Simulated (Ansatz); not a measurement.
## Where CCSD(T) holds and where it slips

Each species is computed at the geometry given (Å), with frozen cores, in Ansatz 0.2.0: RHF-CCSD(T) for singlets, UHF-CCSD(T) otherwise, and full CI in the same basis. The program picks the determinant by trial CCSD, so it needn't be the lowest Hartree–Fock solution. States: BH2⁺ B2, BGe⁺ Σ⁺ or Δ, CP Σ⁺ or Δ. Cases whose determinant has another symmetry than full CI's state, or whose (Q) step broke down, weren't drawn. No relativity is included.

Task: Judging by size, spin and bonding, rank them by the size of CCSD(T)'s error in total energy against full CI in the same basis, smallest first (an estimate).
A. BGe⁺, singlet, cc-pVDZ: Ge 0.000 0.000 0.000; B 0.000 0.000 3.515
B. CP, doublet, 6-31G: C 0.000 0.000 0.000; P 0.000 0.000 1.550
C. BH$_{2}$⁺, triplet, aug-cc-pVTZ: B 0.000 0.000 -0.169; H 0.000 0.711 0.908; H 0.000 -0.711 0.908

Result: C (11.2 meV), A (47.4 meV), B (95.6 meV).

| species | basis | correlated electrons | CCSD(T) − full CI (meV) | CCSDT(Q) − full CI (meV) | unpaired electrons (full CI) | T1 | ⟨S²⟩ of the determinant |
| --- | --- | --- | --- | --- | --- | --- | --- |
| BH2⁺, triplet | aug-cc-pVTZ | 4 | 11.2 | -0.3 | 2.01 | 0.015 | 2.01 |
| BGe⁺, singlet | cc-pVDZ | 6 | 47.4 | 1.3 | 0.58 | 0.055 | 0.00 |
| CP, doublet | 6-31G | 9 | 95.6 | 15.7 | 1.24 | 0.108 | 1.67 |

Unpaired electrons are Σ n²(2−n)² over natural occupations; an open shell counts its own unpaired electrons too. Frozen cores follow each run's orbitals, which moves totals by a few meV.
